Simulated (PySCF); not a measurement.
Ar: ionisation energy

Ar [Ar] → Ar⁺ [Ne] 3s2 3p5 [3p1/2^2 3p3/2^3, M_J = 3/2], as a difference of total energies. Calculation: PySCF 2.14, in x2c-TZVPall-2c (5s6p2d1f, 40 functions); the two-component X2C-1e Hamiltonian. Correlated levels: [Ne] frozen; the 6 highest virtual spinors dropped. "Screened" scales the spin-orbit matrix elements by Boettger's factors to mimic the two-electron term; Breit and QED terms are absent.

```csv
method,ionisation energy (eV),error (eV)
GHF (spin-free),14.709,-1.051
GMP2 (spin-free),15.667,-0.093
GHF (screened spin-orbit),14.646,-1.114
GMP2 (screened spin-orbit),15.605,-0.155
```

Reference: 15.760 eV (measured; NIST Atomic Spectra Database, ionization energies).

Errors of the correlated levels include the incompleteness of this basis and the frozen core.
